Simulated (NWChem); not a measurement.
Species: CN, doublet; SMILES [C]#N

Computed with NWChem. Pople sets run with spherical d functions. Spin-unrestricted. All runs use the structure optimised with PBE0-D3(BJ)/def2-TZVP, spin-unrestricted. No stability test was run on the SCF state.

Predict the results for B97-2/6-31G*. Quantities: highest occupied level (eV); lowest empty minus highest occupied level, either spin (eV); dipole (D); <S²>.

highest occupied level (eV): -10.30
lowest empty minus highest occupied level, either spin (eV): 3.85
dipole (D): 1.30
<S²>: 0.758
